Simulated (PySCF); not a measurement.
## Complex of formaldehyde and hydrogen chloride

A gas-phase complex of formaldehyde and hydrogen chloride; neutral, singlet. The structure comes from a short search (a few tight-binding starts) and was relaxed by PBE0-D3(BJ)/def2-SVPD; another way of binding may lie lower. No frequency run checks that it is a minimum.

```tsv
part	name	SMILES	atoms	charge	multiplicity
1	formaldehyde	C=O	1–4	0	1
2	hydrogen chloride	Cl	5–6	0	1
```

```xyz
6

C    -0.051   -0.065   -0.002
O     0.812   -0.803   -0.404
H    -1.065   -0.441    0.258
H     0.137    1.023    0.122
Cl   -0.442   -3.602   -0.456
H     0.233   -2.471   -0.491
```
Atoms count from 1 in this order.

```csv
contact,kind (by geometry),distance (Å),angle (°)
H6···O2,hydrogen bond,1.768,168
```

Interaction energies are complex less parts, with the parts frozen as they stand in it; counterpoise-corrected, in kcal/mol (PySCF). The CCSD(T) estimate is Hartree-Fock/aug-cc-pVTZ, plus the MP2 correlation part extrapolated as X⁻³ from aug-cc-pVDZ and aug-cc-pVTZ, plus CCSD(T) less MP2 in aug-cc-pVDZ; noble-gas cores are frozen. It isn't the exact limit.

Q: Give the interaction energy at each level run.

A: 
```tsv
level	interaction	superposition error removed
Hartree-Fock/aug-cc-pVTZ	-2.94	-
MP2/aug-cc-pVTZ	-5.88	-0.66
CCSD(T), estimated basis limit	-5.42	-
```

Q: What holds them together? Decompose the MP2/aug-cc-pVTZ energy: frozen parts, their antisymmetrised product, then relaxation.

A: electrostatic -12.6, Pauli repulsion +16.3, orbital relaxation -6.7, correlation -3.5 kcal/mol, which sum to the value before the counterpoise correction, the first three by Hartree-Fock. Of the attraction, 55 % is electrostatic, 29 % is orbital relaxation, 15 % is correlation.
